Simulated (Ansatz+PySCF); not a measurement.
# singlet F2: levels of theory in one basis

```xyz
2

F     0.0000    0.0000   -1.3764
F     0.0000    0.0000    1.3764
```

Basis set: cc-pVDZ (spherical functions). Correlated methods keep 2 orbitals frozen. Charge 0, multiplicity 1.

Computed with Ansatz (development build ahead of 0.2.0); each method stands on the lowest determinant of its kind that the runs found. NEVPT2 correlates all electrons. Active spaces start from the frontier orbitals, and the lowest solution found is given.

| method | E − E(RHF) (eV) | <S²> of the determinant |
| --- | --- | --- |
| RHF | 0.00 | 0.00 |
| UHF | -8.81 | 1.00 |
| RHF-MP2 | -16.76 | – |
| RHF-CCSD | -15.84 | – |
| RHF-CCSD(T) | -17.66 | – |
| RHF-CCSDT(Q) | -17.16 | – |
| CASSCF(14,8) | -8.62 | – |
| CASSCF(2,2) | -8.62 | – |
| SC-NEVPT2(2,2) | -16.60 | – |

Q: What does SC-NEVPT2(14,8) give on the same scale?

A: -15.69 eV. NEVPT2 here correlates all electrons, so it doesn't share the others' frozen core.

Q: Is a single determinant a sound starting point here?

A: It is doubtful. Unrestricted orbitals lower Hartree–Fock by 8.81 eV and <S²> is 1.00 where a pure state has 0.00, a sign of strong static correlation. The CASSCF(14,8) natural occupations are 2.00, 2.00, 2.00, 2.00, 2.00, 2.00, 1.06, 0.94. The CASSCF(2,2) natural occupations are 1.05, 0.95.

Caution for RHF, RHF-MP2, RHF-CCSD, RHF-CCSD(T), RHF-CCSDT(Q): an unrestricted determinant lies well below. Caution for UHF: the unrestricted determinant is a mixture of spin states; the determinant breaks the point group. Caution for RHF-MP2, RHF-CCSD, RHF-CCSD(T), RHF-CCSDT(Q): large amplitudes, a single reference is doubtful. Caution for RHF-CCSD(T): the program doubts this total. Caution for RHF-CCSDT(Q): the amplitudes may be one of several solutions.
